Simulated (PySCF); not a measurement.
Compound: BH2NO.
InChI=1S/BH2NO/c1-2-3/h1H2

Level of theory: PBE0-D3(BJ)/def2-SVP geometry optimisation, gas phase in PySCF 2.14.0.

Masses are those of the commonest isotopes; rigid-rotor values at the optimised geometry. 

(1) What are A, B and C (MHz)?

(2) What kind of rotor is it?

(3) Is it planar, by Δ = Ic − Ia − Ib?

(4) Give the coordinates in the principal-axis frame, origin at the centre of mass.

(5) Where do the levels up to J = 2 lie, in cm⁻¹?

(6) Predict some low-J microwave lines.

(7) Estimate the classical rotational partition function at 500 K.

Results:

(1) Ia = 2.35, Ib = 48.31, Ic = 50.67 u·Å²; 505379 MHz·u·Å²/I gives A = 214861, B = 10460, C = 9975 MHz.

(2) A near-prolate asymmetric top: κ = (2 × 10460 − 214861 − 9975)/(214861 − 9975) = -1.00.

(3) Planar: Δ = Ic − Ia − Ib = 0.00 u·Å². For a rigid frame Δ = −2 Σ m c², so it vanishes when all atoms lie in the ab plane; here none is more than 0.01 Å from it.

(4) The sense of each axis is arbitrary; atoms in the order of the calculation.
```csv
atom,mass (u),a (Å),b (Å),c (Å)
B1,11.009,-1.338,0.000,0.000
N2,14.003,-0.004,0.000,0.000
O3,15.995,1.161,0.000,0.000
H4,1.008,-1.872,1.080,0.000
H5,1.008,-1.872,-1.080,0.000
```

(5) Above 0(0,0):
J = 1: 1(0,1) 0.6816, 1(1,1) 7.4997, 1(1,0) 7.5159
J = 2: 2(0,2) 2.0449, 2(1,2) 8.8468, 2(1,1) 8.8954, 2(2,1) 29.3496, 2(2,0) 29.3496
The levels of one J sum to (2J + 1)J(J + 1)(A + B + C)/3.

(6) The dipole components are |μa| = 0.37 D, |μb| = 0.00 D, |μc| = 0.00 D; the symmetry axis of this C2v structure is a, so μb and μc vanish by symmetry and there are no b-type or c-type lines. Some of the stronger lines:

```csv
type,branch,"J(Ka,Kc)",MHz,lower level (cm⁻¹)
a,Q,"1(1,0) ← 1(1,1)",486,7.500
a,Q,"2(1,1) ← 2(1,2)",1457,8.847
a,Q,"3(1,2) ← 3(1,3)",2914,10.867
a,Q,"4(1,3) ← 4(1,4)",4856,13.562
a,R,"1(0,1) ← 0(0,0)",20435,0.000
a,R,"2(1,2) ← 1(1,1)",40385,7.500
a,R,"2(0,2) ← 1(0,1)",40870,0.682
a,R,"2(1,1) ← 1(1,0)",41356,7.516
a,R,"3(1,3) ← 2(1,2)",60577,8.847
a,R,"3(0,3) ← 2(0,2)",61303,2.045
a,R,"3(2,2) ← 2(2,1)",61306,29.350
a,R,"3(2,1) ← 2(2,0)",61309,29.350
a,R,"3(1,2) ← 2(1,1)",62034,8.895
a,R,"4(1,4) ← 3(1,3)",80768,10.867
a,R,"4(0,4) ← 3(0,3)",81733,4.090
a,R,"4(2,3) ← 3(2,2)",81741,31.395
a,R,"4(3,2) ← 3(3,1)",81743,65.525
a,R,"4(3,1) ← 3(3,0)",81743,65.525
a,R,"4(2,2) ← 3(2,1)",81749,31.395
a,R,"4(1,3) ← 3(1,2)",82711,10.965
```

(7) Point group C2v, symmetry number σ = 2; q = (√π/σ)·√((kT/h)³/(ABC)), k/h = 20836.6 MHz/K: 6290 at 500 K.

No PBE0-D3(BJ)/def2-SVP frequencies stand behind this structure, so it isn't proved a minimum. Constants of a rigid frame at the computed geometry: no zero-point averaging, no centrifugal distortion. Quadrupole hyperfine structure (11B, 14N) is left out.
